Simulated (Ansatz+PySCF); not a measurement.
Results of a calculation; reference values are marked as such.
Input for PySCF 2.14.0:

```python
from pyscf import gto, dft

mol = gto.M(atom="""
F 0.000000 0.000000 0.000000
O 30.033150 -0.094150 0.066000
H 30.566980 0.654650 -0.218750
H 29.167810 0.098550 -0.309240
""", basis='cc-pvdz', charge=-1, spin=0)
mf = dft.RKS(mol, xc='wb97x')
mf.init_guess = 'minao'
mf.kernel()
while True:  # follow internal instabilities
    mo, _, stable, _ = mf.stability(return_status=True)
    if stable: break
    mf.kernel(mf.make_rdm1(mo, mf.mo_occ))
print(mf.converged, mf.e_tot, mf.spin_square()[0])
```

The script is written out from the run's settings.

Output:

```json
{
 "Converged": "yes",
 "Total energy": "-176.14999 hartree",
 "Spin squared of the determinant": "0.000"
}
```

Caution: no diffuse functions for an anion; charge can spread falsely over distant fragments.
